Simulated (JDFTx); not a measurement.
Input for JDFTx (a modified build): nitrous oxide, N2O (SMILES N#[N+][O-]), charge 0, multiplicity 1, linear PCM (GLSSA13), water, 0.5 M NaF; lengths in bohr, energies in hartree. The run starts from orbitals saved by an earlier run of the same system.

```
lattice \
  19.8421243086 0.0000000000 0.0000000000 \
  0.0000000000 15.5902405282 0.0000000000 \
  0.0000000000 0.0000000000 15.1178089970
coords-type Cartesian
ion N -2.1317867179 0.0000020458 -0.0000000000 0
ion N -0.0423271387 -0.0000020458 0.0000000000 0
ion O 2.1317867179 0.0000019920 0.0000000000 0
ion-species pseudo/n_pbe_v1.2.upf
ion-species pseudo/o_pbe_v1.2.upf
core-overlap-check none
elec-cutoff 20 100
elec-ex-corr gga-PBE
symmetries none
elec-n-bands 8
electronic-minimize nIterations 150 energyDiffThreshold 1e-7
fluid LinearPCM
pcm-variant GLSSA13
fluid-solvent H2O
fluid-cation Na+ 0.5
fluid-anion F- 0.5
fluid-minimize nIterations 400 knormThreshold 1e-11
wavefunction read s0.wfns 11
dump-name s4.$VAR
dump End State Ecomponents EigStats BandEigs Forces ElecDensity IonicPositions FluidDebug
```

The log closes as follows.

```
[...]
ElecMinimize: Iter:   7  Etot: -35.965987546380788  |grad|_K:  5.409e-07  alpha:  7.274e-01  linmin: -4.375e-02
ElecMinimize: Iter:   8  Etot: -35.965987583303757  |grad|_K:  3.024e-07  alpha:  7.611e-01  linmin: -1.135e-05
ElecMinimize: Iter:   9  Etot: -35.965987588158598  |grad|_K:  2.564e-07  alpha:  4.637e-01  linmin: -6.501e-02
ElecMinimize: Converged (|Delta Etot|<1.000000e-07 for 2 iters).

# Ionic positions in cartesian coordinates:
ion N  -2.131786717900000   0.000002045800000   0.000000000000000 0
ion N  -0.042327138700000  -0.000002045800000   0.000000000000000 0
ion O   2.131786717900000   0.000001992000000   0.000000000000000 0

# Forces in Cartesian coordinates:
force N  -0.086710167485421   0.000000955859121   0.000010157729450 0
force N   0.017936674651054   0.000001924643551   0.000036628518236 0
force O   0.069013312397898   0.000000612526700  -0.000031397487869 0

# Energy components:
   A_diel =       -0.0041405415696264
   Eewald =       11.7036023097462536
       EH =       40.6377851721777787
     Eloc =     -103.3493839258773335
      Enl =        5.5039072012866193
      Exc =       -8.9222137188481678
 Exc_core =        0.2422869639706135
       KE =       18.2221689509552611
-------------------------------------
     Etot =      -35.9659875881585975


	eMin: -1.168022 at state 0 ( [ +0.000000 +0.000000 +0.000000 ] spin 0 )
	HOMO: -0.297534 at state 0 ( [ +0.000000 +0.000000 +0.000000 ] spin 0 )
```

The run took 10 electronic cycles (a count that differs between repeats, as do the digits past 10⁻⁶ Ha); the highest occupied level lies at -8.10 eV from the bulk liquid; the total lies -0.09 eV from the vacuum run at this geometry.
